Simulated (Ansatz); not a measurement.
**C₂H₆FNO₂: basis-set convergence**

The task here is to estimate one member of a computed series from the others.

The runs use Ansatz 0.2.0, Gaussian basis; one geometry, several basis sets.

Levels to be run: PBE0-D4/def2-SVP; ωB97M-V/def2-SVP; PBE0-D4/def2-QZVPP; ωB97M-V/def2-QZVPP; the functionals' def2-TZVPP values are taken from earlier runs.

## The geometry

The geometry comes from an earlier relaxation with PBE0-D4 in a triple-zeta def2 set; it is a stationary point, not always the lowest conformer.

SMILES `CNC(O)(O)F`, 12 atoms, charge 0, spin multiplicity 1.

Atoms are counted from 1 here; the program's logs count them from 0.

Bond lengths: C1–N2 1.451 Å, C1–H7 1.090 Å, C1–H8 1.090 Å, C1–H9 1.096 Å, N2–C3 1.407 Å, N2–H10 1.010 Å, C3–O4 1.381 Å, C3–O5 1.373 Å, C3–F6 1.385 Å, O4–H11 0.963 Å, O5–H12 0.963 Å. Angles: N2–C1–H7 108.7°, N2–C1–H8 109.3°, N2–C1–H9 113.6°, H7–C1–H8 108.0°, H7–C1–H9 109.0°, H8–C1–H9 108.1°, C1–N2–C3 115.9°, C1–N2–H10 112.8°, C3–N2–H10 109.4°, N2–C3–O4 112.4°, N2–C3–O5 107.0°, N2–C3–F6 113.1°, O4–C3–O5 113.4°, O4–C3–F6 102.8°, O5–C3–F6 108.1°, C3–O4–H11 106.0°, C3–O5–H12 107.0°.

The first run:

File in.yaml:

```yaml
crystal:
  periodic: [false, false, false]
  atoms:
    - {symbol: C, position_ang: [0.257265, -1.251817, 0.972928]}
    - {symbol: N, position_ang: [0.697953, -0.324749, -0.052288]}
    - {symbol: C, position_ang: [-0.194477, 0.718200, -0.362531]}
    - {symbol: O, position_ang: [-1.353891, 0.259523, -0.955750]}
    - {symbol: O, position_ang: [0.494300, 1.620485, -1.134726]}
    - {symbol: F, position_ang: [-0.664389, 1.381715, 0.758937]}
    - {symbol: H, position_ang: [0.974597, -2.070567, 1.036194]}
    - {symbol: H, position_ang: [-0.708385, -1.671360, 0.689623]}
    - {symbol: H, position_ang: [0.152029, -0.792862, 1.962314]}
    - {symbol: H, position_ang: [1.612494, 0.061587, 0.135918]}
    - {symbol: H, position_ang: [-1.074883, -0.320831, -1.671796]}
    - {symbol: H, position_ang: [-0.115610, 2.335476, -1.344922]}
basis:
  gaussian: {orbitals: def2-SVP}
hamiltonian: {xc: pbe0, dispersion: d4}
output: {orbitals: {seedname: orbitals}}
```

Run with:

```
ansatz run in.yaml --threads 4 --pin off --events-out ev --progress --plain --max-ram 10444MiB
```

Steps of the session up to this table: PBE0-D4 in def2-SVP; ωB97M-V in def2-SVP; PBE0-D4 in def2-QZVPP; ωB97M-V in def2-QZVPP.

One of the session's tables, all rows but one given; the rest of the session is left out.

It belongs to the step «Density functionals: the series». 

```
functional       basis  HOMO (eV)  LUMO (eV)
   PBE0-D4    def2-SVP      -7.23       1.77
   PBE0-D4  def2-TZVPP      -7.44       1.01
   PBE0-D4  def2-QZVPP      -7.49       0.53
   ωB97M-V    def2-SVP          ?          ?
   ωB97M-V  def2-TZVPP      -9.85       2.40
   ωB97M-V  def2-QZVPP      -9.90       1.68
```

**Question.** Estimate the row for ωB97M-V, def2-SVP.

**Answer.** HOMO (eV): -9.62; LUMO (eV): 3.38. In the column «HOMO (eV)» it lies between ωB97M-V, def2-TZVPP (-9.85) and PBE0-D4, def2-QZVPP (-7.49).
